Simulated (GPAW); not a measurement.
**C2H2O (SMILES C#CO), step by step**

Wanted: a structure relaxation (revPBE/dzp), then vibrational wavenumbers (revPBE/dzp), then the vertical excitations (TD-revPBE/dzp) of C2H2O. Input form: an ASE script.

The results are computed with GPAW 26.7.0.

2 further runs of the same task are left out: 1 that didn't finish, 1 set aside as unsound or not needed. Runs told in other sessions of the task aren't counted.

### Step 1. Starting point

The species is C2H2O (5 atoms), meant as a singlet with charge 0. SMILES: `C#CO`. All atoms were displaced at random from a relaxed shape. The run starts from this shape.

Bond lengths: C1–C2 1.227 Å, C2–O3 1.331 Å, C1–H4 0.984 Å, O3–H5 1.026 Å. Angles: C1–C2–O3 174.9°, C2–C1–H4 171.5°, C2–O3–H5 102.1°.

### Step 2. A structure relaxation at revPBE/dzp (scalar-relativistic datasets) (run 1)

calc.py reads:

```python
import numpy as np
from ase import Atoms
from ase.io import write
from ase.optimize import FIRE2
from ase.units import Bohr
from gpaw import GPAW

positions_bohr = np.array(
              [[ -1.885474,   0.127405,  -0.946944],
               [  0.066099,  -0.014914,   0.297265],
               [  2.101591,  -0.356869,   1.734478],
               [ -3.570377,   0.111314,  -1.735001],
               [  3.534634,   0.161434,   0.536763]])
system = Atoms(['C', 'C', 'O', 'H', 'H'], positions=positions_bohr * Bohr)
system.set_cell([10.0, 10.0, 10.0])
system.center()

dft = GPAW(mode='lcao',
           basis='dzp',
           h=0.18,
           xc='revPBE',
           maxiter=120,
           symmetry='off',
           txt='molecule.txt')
system.calc = dft

opt = FIRE2(system, trajectory='molecule.traj')
converged = opt.run(fmax=0.05, steps=100)
print('Converged:', converged)
print(f'Final energy = {system.get_potential_energy():.5f} eV')
print(f'r(H4-O2) = {system.get_distance(4, 2):.4f} Ang')
print(f'r(H3-C0) = {system.get_distance(3, 0):.4f} Ang')
write('relaxed.xyz', system)
```

Run with:

```bash
OMP_NUM_THREADS=1 python calc.py
```

What it wrote:

```text
Step     Time          Energy          fmax
FIRE2:    0 hh:mm:ss      -26.634832        5.369972
FIRE2:    1 hh:mm:ss      -26.739104        6.830617
FIRE2:    2 hh:mm:ss      -26.872120        1.606067
FIRE2:    3 hh:mm:ss      -26.881425        1.876829
FIRE2:    4 hh:mm:ss      -26.890299        1.366649
FIRE2:    5 hh:mm:ss      -26.895840        1.228131
FIRE2:    6 hh:mm:ss      -26.901662        1.045284
FIRE2:    7 hh:mm:ss      -26.906768        0.848454
FIRE2:    8 hh:mm:ss      -26.911599        0.673444
FIRE2:    9 hh:mm:ss      -26.916803        0.600049
FIRE2:   10 hh:mm:ss      -26.922058        0.497214
FIRE2:   11 hh:mm:ss      -26.926611        0.492572
FIRE2:   12 hh:mm:ss      -26.930489        0.462129
FIRE2:   13 hh:mm:ss      -26.934191        0.410617
FIRE2:   14 hh:mm:ss      -26.937589        0.343565
FIRE2:   15 hh:mm:ss      -26.940453        0.285594
FIRE2:   16 hh:mm:ss      -26.943049        0.260323
FIRE2:   17 hh:mm:ss      -26.945411        0.209209
FIRE2:   18 hh:mm:ss      -26.947504        0.209212
FIRE2:   19 hh:mm:ss      -26.949428        0.188574
FIRE2:   20 hh:mm:ss      -26.951085        0.189290
FIRE2:   21 hh:mm:ss      -26.952529        0.175036
FIRE2:   22 hh:mm:ss      -26.953774        0.161851
FIRE2:   23 hh:mm:ss      -26.954895        0.145350
FIRE2:   24 hh:mm:ss      -26.955914        0.133472
FIRE2:   25 hh:mm:ss      -26.956931        0.109945
FIRE2:   26 hh:mm:ss      -26.957897        0.101165
FIRE2:   27 hh:mm:ss      -26.958760        0.102916
FIRE2:   28 hh:mm:ss      -26.959446        0.135156
FIRE2:   29 hh:mm:ss      -26.959932        0.123775
FIRE2:   30 hh:mm:ss      -26.960200        0.087416
FIRE2:   31 hh:mm:ss      -26.960291        0.104122
FIRE2:   32 hh:mm:ss      -26.960310        0.052758
FIRE2:   33 hh:mm:ss      -26.960317        0.039189
Converged: True
Final energy = -26.96032 eV
r(H4-O2) = 0.9886 Ang
r(H3-C0) = 1.0872 Ang
```

molecule.txt, shortened:

```text
[...]
Converged in 2 steps
[...]
dipole moment: (0.320836, 0.062021, -0.152910)  # |e|*Ang
[...]
Converged in 2 steps
[...]
dipole moment: (0.321016, 0.062021, -0.152825)  # |e|*Ang
Fermi level: -2.667
Eigenvalues  # (at kpt = [0.000, 0.000, 0.000])
| band index |      eig [eV] | occ [0-2] |
|------------|---------------|-----------|
|          0 |       -27.315 |     2.000 |
|          1 |       -18.092 |     2.000 |
|          2 |       -15.081 |     2.000 |
[... 10 lines of this table left out ...]
|         13 |         8.247 |     0.000 |
Gap: 5.910 eV
Transition (v -> c):
[...]
Forces  # eV/Ang
|        x |        y |        z |
|----------|----------|----------|
| -0.02583 | -0.01328 | -0.02496 |  # C    0
|  0.02098 |  0.01733 |  0.02820 |  # C    1
| -0.00281 | -0.00170 | -0.01391 |  # O    2
|  0.00344 |  0.00203 | -0.01631 |  # H    3
|  0.01776 | -0.00437 |  0.01220 |  # H    4
Force computation time: 0.206  # s
timing:  # [seconds]
  Total:  167.998  # ━━━━━━━━━━━━━━━━━━━━━━━━━━━━━━━━━━━━━━━━━━━━━━━━━━━━━━━━
  Init:     4.536  # ━╸
  SCF:    122.387  # ━━━━━━━━━━━━━━━━━━━━━━━━━━━━━━━━━━━━━━━━━
  Forces:   7.785  # ━━╸
  Move:    33.053  # ━━━━━━━━━━━
```

Run time: 2.8 min. Hardware: 1 thread of Intel Xeon Platinum 8259CL at 2.50GHz (Skylake/Cascade Lake), shared host; peak memory 0.46 GiB.

Step by step:

```csv
step,energy from the first frame kept (eV),largest force (eV/Å)
0,0.0000,5.3700
2,-0.2373,1.6061
4,-0.2555,1.3666
6,-0.2668,1.0453
8,-0.2768,0.6734
10,-0.2872,0.4972
12,-0.2957,0.4621
14,-0.3028,0.3436
16,-0.3082,0.2603
18,-0.3127,0.2092
20,-0.3163,0.1893
22,-0.3189,0.1619
24,-0.3211,0.1335
26,-0.3231,0.1012
28,-0.3246,0.1352
30,-0.3254,0.0874
32,-0.3255,0.0528
33,-0.3255,0.0392
```

After the run. Bond lengths: C1–C2 1.226 Å, C2–O3 1.332 Å, C1–H4 1.087 Å, O3–H5 0.989 Å. Angles: C1–C2–O3 174.5°, C2–C1–H4 177.4°, C2–O3–H5 108.1°.

### Step 3. Vibrational wavenumbers at revPBE/dzp (scalar-relativistic datasets, shape nonlinear) (run 2)

relaxed.xyz reads:

```xyz
5
Lattice="10.0 0.0 0.0 0.0 10.0 0.0 0.0 0.0 10.0" Properties=species:S:1:pos:R:3:magmoms:R:1:forces:R:3 free_energy=-26.96031683687432 energy=-26.96031683687432 dipole="0.3210162648997598 0.06202081544360602 -0.15282514797854999" magmom=0.0 pbc="F F F"
C        3.98297200       5.09297852       4.56394478       0.00000000      -0.02583290      -0.01327873      -0.02495642
C        5.05674394       5.01031732       5.14974539       0.00000000       0.02097979       0.01733139       0.02820059
O        6.15569326       4.90998395       5.89533917       0.00000000      -0.00281360      -0.00170452      -0.01390556
H        3.04936398       5.13876859       4.00864943       0.00000000       0.00344256       0.00202540      -0.01630822
H        6.93423657       5.12878571       5.32677415       0.00000000       0.01776433      -0.00436812       0.01219919
```

calc.py reads:

```python
from ase.io import read
from ase.thermochemistry import IdealGasThermo
from ase.vibrations import Infrared
from gpaw import GPAW

# Geometry
system = read('relaxed.xyz')

# DFT calculator
calc = GPAW(mode='lcao',
            basis='dzp',
            h=0.18,
            xc='revPBE',
            convergence={'density': 1e-05},
            maxiter=120,
            symmetry='off',
            txt='gs.txt')
system.calc = calc

energy = system.get_potential_energy()
vib = Infrared(system, delta=0.015)
vib.run()
vib.summary()
freqs = vib.get_frequencies()
zpe = vib.get_zero_point_energy()
intensities = vib.intensities

thermo = IdealGasThermo(vib_energies=vib.get_energies(), potentialenergy=energy, atoms=system, geometry='nonlinear',
                        symmetrynumber=1, spin=0.0, ignore_imag_modes=True)
H = thermo.get_enthalpy(200.0, verbose=False)
S = thermo.get_entropy(200.0, 101325.0, verbose=False)
G = thermo.get_gibbs_energy(temperature=200.0, pressure=101325.0)
```

Run with:

```bash
python calc.py
```

What it wrote:

```text
-------------------------------------
 Mode    Frequency        Intensity
  #    meV     cm^-1   (D/Å)^2 amu^-1
-------------------------------------
  0    7.8i     62.9i     0.0336
  1   14.6     117.9      0.0080
  2   17.3     139.3      0.0106
  3   19.1     154.3      0.2381
  4   21.1     170.2      1.2036
  5   24.1     194.3      1.3664
  6   32.9     265.0      0.2116
  7   37.6     303.0      0.1536
  8   62.9     507.4      0.7015
  9   66.7     537.6      0.8459
 10  131.7    1062.5      1.9911
 11  149.7    1207.3      1.7252
 12  273.4    2204.8      2.8563
 13  419.5    3383.7      2.8265
 14  439.9    3548.3      1.9175
-------------------------------------
Zero-point energy: 0.855 eV
Static dipole moment: 1.734 D
Maximum force on atom in `equilibrium`: 0.0391 eV/Å

Enthalpy components at T = 200.00 K:
===============================
Enthalpy components at T = 200.00 K:
===============================
E_pot                -26.960 eV
E_ZPE                  0.807 eV
Cv_trans (0->T)        0.026 eV
Cv_rot (0->T)          0.026 eV
Cv_vib (0->T)          0.014 eV
-------------------------------
U                    -26.088 eV
===============================
(C_v -> C_p)           0.017 eV
-------------------------------
H                    -26.071 eV
===============================

Entropy components at T = 200.00 K and P = 101325.0 Pa:
=================================================
{"":15s}{"S":13s}     {"T*S:13s}
S_trans (1 bar)    0.0015254 eV/K        0.305 eV
S_rot              0.0007861 eV/K        0.157 eV
S_elec             0.0000000 eV/K        0.000 eV
S_vib              0.0000969 eV/K        0.019 eV
S (1 bar -> P)    -0.0000011 eV/K       -0.000 eV
-------------------------------------------------
S                  0.0024073 eV/K        0.481 eV
=================================================

Free energy components at T = 200.00 K and P = 101325.0 Pa:
=======================
    H        -26.071 eV
 -T*S         -0.481 eV
-----------------------
    G        -26.552 eV
=======================
```

gs.txt, shortened:

```text
[...]
Converged in 8 steps
[...]
dipole moment: (0.320811, 0.061574, -0.156187)  # |e|*Ang
[...]
Converged in 9 steps
[...]
dipole moment: (0.321303, 0.062477, -0.149390)  # |e|*Ang
Fermi level: -2.638
Eigenvalues  # (at kpt = [0.000, 0.000, 0.000])
| band index |      eig [eV] | occ [0-2] |
|------------|---------------|-----------|
|          0 |       -27.343 |     2.000 |
|          1 |       -18.105 |     2.000 |
|          2 |       -15.146 |     2.000 |
[... 10 lines of this table left out ...]
|         13 |         8.251 |     0.000 |
Gap: 5.976 eV
Transition (v -> c):
[...]
Forces  # eV/Ang
|        x |        y |        z |
|----------|----------|----------|
| -0.01872 | -0.01494 | -0.02074 |  # C    0
|  0.07029 |  0.02609 |  0.01683 |  # C    1
| -0.32835 | -0.10087 |  0.24307 |  # O    2
|  0.00270 |  0.00158 | -0.01592 |  # H    3
|  0.28511 |  0.08566 | -0.23036 |  # H    4
Force computation time: 0.310  # s
timing:  # [seconds]
  Total:  233.496  # ━━━━━━━━━━━━━━━━━━━━━━━━━━━━━━━━━━━━━━━━━━━━━━━━━━━━━━━━
  Init:     4.621  # ━
  SCF:    192.894  # ━━━━━━━━━━━━━━━━━━━━━━━━━━━━━━━━━━━━━━━━━━━━━━╸
  Forces:   6.872  # ━╸
  Move:    28.804  # ━━━━━━━
```

Wall time 3.9 min (1 thread of Intel Xeon Platinum 8259CL at 2.50GHz (Skylake/Cascade Lake), shared host); peak memory 0.48 GiB.

### Step 4. The vertical excitations at TD-revPBE/dzp (scalar-relativistic datasets, kernel RPA, restrict set) (run 3)

relaxed.xyz is that of step 3.

calc.py reads:

```python
from ase.io import read
from ase.units import Hartree
from gpaw import GPAW
from gpaw.lrtddft import LrTDDFT

# Set up the molecule
atoms = read('relaxed.xyz')

# DFT calculator
calc = GPAW(mode='lcao',
            h=0.18,
            nbands='nao',
            basis='dzp',
            maxiter=120,
            symmetry='off',
            xc='revPBE',
            legacy_gpaw=True,
            txt='gs.txt')
atoms.calc = calc
atoms.get_potential_energy()

# Casida equation
lr = LrTDDFT(calc, xc='RPA', nspins=2, restrict={'jend': 11, 'istart': 5}, txt='lr.txt')
lr, triplets = lr.singlets_triplets()
triplets.diagonalize()
lr.diagonalize()
energies = [x.get_energy() * Hartree for x in lr][:4]
strengths = [x.get_oscillator_strength()[0] for x in lr][:4]
for n, (e, f) in enumerate(zip(energies, strengths), 1):
    print(f'{n:3d} {e:8.3f} eV  f = {f:.4f}')
e_triplets = [x.get_energy() * Hartree for x in triplets][:4]
print('Triplets (eV):', [round(e, 3) for e in e_triplets])
lr.analyse(range(4))
```

Run with:

```bash
OMP_NUM_THREADS=1 python calc.py
```

What it wrote:

```text
IndexError: list index out of range
```

gs.txt:

```text
___ ___ ___ _ _ _
 |   |   |_  | | | |
 | | | | | . | | | |
 |__ |  _|___|_____|  26.7.0
 |___|_|

units:  Angstrom and eV
cores:  1
OpenMP: False

Versions:
  Python: 3.12.14
  ASE:    3.29.0
  Numpy:  2.5.5
  Scipy:  1.18.1
  Libxc:  7.0.0

        _gpaw.cpython-312-x86_64-linux-gnu.so

Input parameters:
  basis: dzp
  h: 0.18
  maxiter: 120
  mode: lcao
  nbands: nao
  symmetry: off
  xc: revPBE

System changes: positions, numbers, cell, pbc, initial_charges, initial_magmoms

Initialize ...

species:
  C:
    name:    Carbon
    Z:       6.0
    valence: 4
    core:    2
    charge:  0.0  # [|e|]
    file:    C.revPBE.gz
[... 98 lines left out ...]
Convergence criteria:
[... 5 lines left out ...]
 the SCF output indicates the quantity has converged.)
[... 71 lines left out ...]
Bands to converge: occupied
[... 55 lines left out ...]
Dipole moment: (0.321003, 0.062023, -0.152827) |e|*Ang
[... 73 lines left out ...]
Converged after 3 iterations.
[... 13 lines left out ...]
Free energy:    -26.960317
[... 73 lines left out ...]
Memory usage: 337.93 MiB
```

Run time: 12 s. Hardware: 1 thread of Intel Xeon Platinum 8259CL at 2.50GHz (Skylake/Cascade Lake), shared host; peak memory 0.33 GiB.

The program stopped with an error.

### Step 5. What came out

| quantity | value |
| --- | --- |
| run 1, revPBE/dzp: energy as printed (from the program's reference atoms) | -26.9603 eV |
| run 1, revPBE/dzp: dipole moment | 1.73 D |
| run 1, revPBE/dzp: HOMO energy | -5.62 eV |
| run 1, revPBE/dzp: LUMO energy | 0.29 eV |
| run 1, revPBE/dzp: HOMO–LUMO gap | 5.91 eV |
| run 2, revPBE/dzp: lowest harmonic wavenumber | 265 cm⁻¹ |
| run 2, revPBE/dzp: highest harmonic wavenumber | 3548 cm⁻¹ |
| run 2, revPBE/dzp: zero-point energy | 77.9 kJ/mol |
| run 2, revPBE/dzp: ideal-gas entropy at 200 K and 101325 Pa (symmetry number 1 as used) | 55.5 cal/(mol K) |
| run 3, TD-revPBE/dzp | no result (crashed) |

**Reading.** The optimisation (run 1, revPBE/dzp) took 33 steps and changed the energy by -0.325 eV. All 9 modes (run 2, revPBE/dzp) are real, so the shape is a minimum at this level. 1 of the 3 runs did not end normally.
